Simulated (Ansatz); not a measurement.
```xyz
8

C     0.0243    0.0234   -0.4393
C     0.0209    1.1658    0.1805
C     0.0266   -1.1753    0.1728
H    -0.0405    0.0158   -1.6144
H    -0.0037    2.1864   -0.3392
H     0.0332    1.1908    1.3122
H    -0.0697   -2.1527   -0.2974
H     0.0688   -1.2385    1.2753
```

RHF on singlet C₃H₅(+) was run in several spherical basis sets with Ansatz (development build ahead of 0.2.0).

(1) Rank the basis sets by the total energy that they give, lowest first, with the distance from the lowest.
A. 6-31G
B. cc-pVDZ
C. STO-3G
D. def2-SVP

Results:

(1) B (0.00 eV), A (1.48 eV), D (2.63 eV), C (38.00 eV).

Totals follow the description of the cores as much as that of the bonds, so this order isn't one of quality for chemistry.
